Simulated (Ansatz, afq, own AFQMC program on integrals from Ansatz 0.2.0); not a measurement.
Where AFQMC and coupled cluster stand for CH₃N, triplet

```yaml
atoms:
  - { symbol: C, position_ang: [1.3748, 0.2442, 0.5149] }
  - { symbol: N, position_ang: [0.6905, -0.5489, -0.4187] }
  - { symbol: H, position_ang: [1.0019, 0.0666, 1.5444] }
  - { symbol: H, position_ang: [1.2497, 1.3241, 0.2945] }
  - { symbol: H, position_ang: [2.4621, 0.0247, 0.5096] }
```

Connectivity, by distances: CH3–N.

Basis def2-SVP. Only valence electrons are correlated. Ansatz 0.2.0 and our own AFQMC program on the same integrals; the CISD trial comes from CCSD amplitudes, and released means the phaseless constraint is let go. Free AFQMC starts from the CCSD state and is never constrained. Its projection time is finite, and what remains of the start isn't in its error. ± is one standard error of the sampling.

Determinant: UHF, the one that the program's search chose, which needn't be the lowest solution. The geometry is a PBE0/def2-SVP stationary point of this or a neighbouring charge and spin state.

No full CI on the walks' own integrals is used here; CCSDT(Q) serves as the reference and is uncertain by about the last step of the cluster series.

Cautions: the released energies move by 1.5 errors or more from one time to the next, so no released level is given (meV from the phaseless value at times in 1/Eh: -2 ± 3 at 0.24, -2.8 ± 1.9 at 0.50, -2.1 ± 1.4 at 1.00, -10 ± 3 at 1.50).

```
T1 diagnostic                               : 0.0135
weight of the determinant in the CISD state : 0.903
⟨S²⟩ of the determinant                     : 2.020
size of the correlated space                : 12 electrons in 41 orbitals
```

Reference: CCSDT(Q), correlation energy -7.734 eV.

```
        level  E − E(reference) (kJ/mol)  share of correlation (%)
           HF                      746.2                      0.00
          MP2                      108.5                     85.45
         CCSD                       19.5                     97.39
      CCSD(T)                        2.7                     99.64
        CCSDT                        0.8                     99.90
  ph-AFQMC/HF                 -0.9 ± 1.6                    100.12
ph-AFQMC/CISD                  0.4 ± 0.3                     99.95
   free AFQMC                  0.0 ± 0.3                    100.00
```

Free projections are given only where their last times agree within the noise and don't stop above the reference; a slow remainder of the start can still hide under it.
